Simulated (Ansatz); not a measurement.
Working through a composite energy at a relaxed geometry of BH₃OS, SMILES OBS

Computed with Ansatz's Python interface.

At the Python prompt:
```pycon
>>> import ansatz as az
>>> from ase import Atoms
>>> import numpy as np
>>> atoms = Atoms(['O', 'B', 'S', 'H', 'H', 'H'], positions=[
...     (-1.0886, -0.08935, -0.98549),
...     (0.05035, 0.16986, -0.36255),
...     (0.35898, -0.38087, 1.33668),
...     (-1.76761, -0.58306, -0.52189),
...     (0.86826, 0.77093, -0.94092),
...     (1.57862, 0.11249, 1.47417),
... ])
>>> geometry = az.Crystal.molecule_from_ase(atoms)
>>> job = (
...     geometry.calculation()
...     .basis(gaussian='def2-SVP')
...     .functional('r2scan')
... )
>>> symbols = [site.symbol for site in geometry.cartesian_sites]
>>> start = np.array([site.position_ang for site in geometry.cartesian_sites], dtype=float)
>>> data = job.relax(force_tolerance=0.01, max_steps=100).run(threads=1).report

>>> end = np.array(data['positions_ang'])
>>> print('final positions (A) and the move of each atom')
final positions (A) and the move of each atom
>>> for symbol, xyz, old in zip(symbols, end, start):
...     print(f'{symbol:2s} {xyz[0]:10.5f} {xyz[1]:10.5f} {xyz[2]:10.5f}   {np.linalg.norm(xyz - old):7.4f}')
...
O    -1.10678   -0.08972   -1.00572    0.0272
B     0.05279    0.16946   -0.36003    0.0035
S     0.33402   -0.39620    1.34762    0.0313
H    -1.75520   -0.58935   -0.49198    0.0330
H     0.89885    0.78998   -0.95259    0.0379
H     1.57632    0.11584    1.46269    0.0122
>>> minimum = az.Crystal.molecule()
>>> for symbol, place in zip(symbols, end):
...     minimum = minimum.atom(symbol, place.tolist())
...
>>> at_minimum = minimum.calculation()
>>> # MP2 extrapolated to the basis limit, plus the small-basis difference CCSD(T) - MP2
>>> level = lambda method, basis: at_minimum.basis(gaussian=basis).correlation(method).run(threads=1).report
>>> small, large, cluster = level('mp2', 'cc-pVDZ'), level('mp2', 'cc-pVTZ'), level('ccsd_t', 'cc-pVDZ')
>>> corr = lambda each: (each['free_energy_ev'] - each['reference_energy_ev']) / 27.211386246
>>> mp2_limit = (27 * corr(large) - 8 * corr(small)) / 19
>>> pieces = {'HF / cc-pVTZ': large['reference_energy_ev'] / 27.211386246, 'MP2 correlation, DZ-TZ limit': mp2_limit, 'CCSD(T) - MP2 / cc-pVDZ': corr(cluster) - corr(small)}
>>> for name, value in pieces.items():
...     print(f'{name:32s} {value:14.6f} Ha')
...
HF / cc-pVTZ                        -498.960176 Ha
MP2 correlation, DZ-TZ limit          -0.569599 Ha
CCSD(T) - MP2 / cc-pVDZ               -0.042640 Ha
>>> print(f'{"sum":32s} {sum(pieces.values()):14.6f} Ha')
sum                                 -499.572415 Ha
>>> print('T1 diagnostic', round(cluster['correlation']['coupled_cluster']['t1_diagnostic'], 4))
T1 diagnostic 0.0142
```

Reading the output:
- Total energies depend on the basis set; only differences at equal settings carry meaning.
- The sum leaves out core correlation, relativity, the Hartree-Fock basis error and zero-point energy; a DZ-TZ extrapolation is rough.
- Inner cores stay frozen, so this is valence correlation.
- For Al to Cl the sets with a tight d function, cc-pV(X+d)Z, are usual.
- An extrapolation from small basis sets is rough.
- Hardware and time: 19 s on 1 thread of Arm Neoverse V1, with other jobs on the host, peak memory 0.27 GiB.

(A comment or docstring line of the script was reworded after the run, the code is as it ran; lines on the test bed's own set-up are left out of the output.)
